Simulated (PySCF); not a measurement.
Molecule: `C=CP(C)C`, C₄H₉P.

Bonds (- single, = double, # triple, : aromatic): C1=C2 1.337 Å, C2-P3 1.819 Å, P3-C4 1.844 Å, P3-C5 1.853 Å. C1 carries H6, H7; C2 carries H8; C4 carries H9, H10, H11; C5 carries H12, H13, H14. H7 is cis to P3; H6 is trans to P3.

Geometry PBE0-D3(BJ)/def2-SVP throughout; GIAO in PySCF, gas phase, one conformer, non-relativistic; equivalent atoms averaged; functional PBE0.

For orientation, def2-SVP gives these absolute shieldings σ: C2 50.1, C1 75.6, C4/C5 180.5, P3 446.4, H8 25.06, H6 25.72, H7 26.07, H9/H10/H11/H12/H13/H14 30.45 ppm.

A run gave: C2 33.0, C1 62.7, C4/C5 172.2, P3 346.6, H8 24.72, H6 25.72, H7 26.05, H9/H10/H11/H12/H13/H14 30.49 ppm (absolute shieldings σ).

Task: Which basis set was used in that run?
A. 6-31G*
B. 6-31G
C. 6-311+G(2d,p)
D. def2-TZVP
E. STO-3G

Result: D. P3 tells them apart best: def2-TZVP gives 346.6, 6-31G* gives 437.3, 6-31G gives 475.7, STO-3G gives 573.7, 6-311+G(2d,p) gives 364.5 ppm.
